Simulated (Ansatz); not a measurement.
# How far a parabola holds: energy against volume of fcc Sr

System: fcc Sr. Method: PBE (Ansatz, a quantum-chemistry and plane-wave program, plane waves, PAW). Settings: plane-wave cutoff 520 eV, 16×16×16 k mesh, Fermi–Dirac smearing 0.05 eV, scalar-relativistic PAW data made under PBE. The cell has no free parameter but its volume, all volumes share cutoff and mesh, and the runs aren't spin-polarised. Energies are free energies at the run's smearing, counted from the lowest row; static lattice.

```csv
V (Å³/atom),E (meV/atom)
51.510,?
52.606,3.40
53.702,0.83
54.798,0.00
55.894,0.75
56.990,2.96
```

The 5 complete rows are fitted with a parabola, E against V. With u = V - 54.8, the rows have u = -2.1940, -1.0980, -0.0020, 1.0940, 2.1900. Least squares gives E = -0.004 - 0.0849·u + 0.66242·u². Residuals (row less fit): 0.029, -0.058, 0.004, 0.054, -0.027; standard error 0.063 (degrees of freedom: 2). The fitted curve has its minimum at V = 54.9, where E = -0.01. Its curvature is d²E/dV² = 2 × 0.66242 meV/Å⁶, so B = V0·d²E/dV² × 0.1602 = 11.6 GPa.

Task: Estimate the missing E (V = 51.510); what did the run itself give?

Result: u = -3.2900, so E = -0.004 - 0.0849 × (-3.2900) + 0.66242 × (-3.2900)² = 7.445 meV/atom. The calculation gives 7.87 meV/atom, 0.425 meV/atom above the prediction (5.4 % of the range of E in the table). The row lies outside the fitted rows, so this is an extrapolation. From the scatter of the fitted rows alone, a prediction at this place has a standard error of 0.148 meV/atom, so the miss is 2.9 times that.

The residuals are curvature that a parabola lacks, not noise. A solid that stiffens under compression and softens on expansion lies above the parabola at the compressed end and under it at the expanded end, as this row does. A third-order Birch-Murnaghan fit to the whole scan has B0 = 11.6 GPa. Only scans are tabulated whose curvature falls smoothly with volume, and where the parabola meets the shown rows within 5 % of their range and misses the end by 0.1 meV or more.

Measured, for comparison: bulk modulus 12.5 GPa (corrected for temperature and zero-point phonon effects, sources range from 12.0 to 12.5; as tabulated in Levämäki et al. (2014), arXiv:1402.3671). Computed less measured: bulk modulus -7 % (-3.3 % to -7 % over the range).
